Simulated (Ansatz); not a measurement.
Basis-set extrapolation for `CC(N)S` (PBE0-D4/def2-TZVP geometry, frozen core, Ansatz 0.2.0). Multiplicity 1, RHF reference.

```json
{"": "HF", "def2-TZVPP": "-531.848836", "def2-QZVPP": "-531.866907"}
{"": "MP2 correlation", "def2-TZVPP": "-0.749086", "def2-QZVPP": "-0.802605"}
{"": "CCSD(T) correlation", "def2-TZVPP": "-0.827574", "def2-QZVPP": "not run"}
```

Energies in hartree. Use E(X) = E(∞) + A·exp(−7.88·√X) for Hartree–Fock and E(X) = E(∞) + B·X^(−2.97) for correlation, with X = 3 and 4, and add CCSD(T) minus MP2 of the smaller set to the MP2 limit.

Q: What is the CCSD(T) energy at the basis-set limit?

A: HF limit: -531.866907 + (-0.018071) × 0.13774 = -531.86940. MP2 limit: -0.802605 + (-0.053519) × 0.74074 = -0.84225. Higher-order term: -0.827574 − (-0.749086) = -0.07849. Total: -532.79014 hartree, 298.6 kJ/mol below CCSD(T)/def2-TZVPP.
